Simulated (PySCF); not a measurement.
These compounds are isomers of formula C$_{2}$H$_{5}$NO.

A. N-methylformamide
B. (Z)-acetaldoxime (SMILES C/C=N\O)
C. `CC(N)=O`

Spectrum 1. ¹H NMR (500 MHz, computed): δ 8.13 (d, J = 1.8 Hz, 1H), 4.27 (br, 1H), 3.12 (d, J = 5.5 Hz, 3H). ¹³C{¹H} NMR (computed): δ 160.1 (CH), 24.2 (CH3).

Spectrum 2. ¹H NMR (500 MHz, computed): δ 4.63 (br, 1H), 4.41 (br, 1H), 1.87 (d, J = 1.0 Hz, 3H). ¹³C{¹H} NMR (computed): δ 169.1 (C), 23.1 (CH3).

Spectrum 3. ¹H NMR (500 MHz, computed): δ 7.06 (br s, 1H), 6.74 (q, J = 6.3 Hz, 1H), 1.95 (d, J = 6.3 Hz, 3H). ¹³C{¹H} NMR (computed): δ 148.2 (CH), 12.5 (CH3).

Non-relativistic, rapidly exchanging positions averaged, single conformer, no solvent model. NMR shieldings at PBE0/pcSseg-1/GIAO; GFN2-xTB geometry; spin–spin couplings from B3LYP/pcJ-1; PySCF 2.14.0 with density-fitted response routines.

References, each an isolated molecule treated in the same way: ¹H and ¹³C vs TMS. Multiplet labels drop J under 1 Hz and among equivalent protons, and merge close values. Unscaled 3J(H,H) run several per cent high. Vicinal couplings that depend on rotamer populations or ring flexing (ring, CH–CH, X–H and H–F types) are those of the one conformer. Acid and N–H amide carbonyl carbons lie up to 10 ppm further downfield in solution (hydrogen bonding). Shifts are as computed. Against solution values, carbons near 30 ppm lie about +3 ppm off and those near 130 ppm about +5 ppm. Of 1211 compounds with measured shifts, 218 miss one by over three times the rms of a fit or turn the order of signals round; such compounds aren't used in these exercises. Groups on amide-type nitrogens are kept apart (slow C–N rotation). OH and NH positions are gas-phase values without hydrogen bonding to other molecules.

Q: Which spectrum belongs to which compound?

A: 1–A, 2–C, 3–B.

- Spectrum 1 (A): 2 ¹³C signals; δC 160.1 is an amide carbonyl carbon; δH 4.27 is the hydrogen on an amide-type nitrogen.
- Spectrum 2 (C): 2 ¹³C signals; δC 169.1 is an amide carbonyl carbon; δC 23.1 is a methyl carbon α to a carbonyl.
- Spectrum 3 (B): 2 ¹³C signals; δC 12.5 is a methyl carbon; δH 7.06 is the hydrogen on a N–OH oxygen.
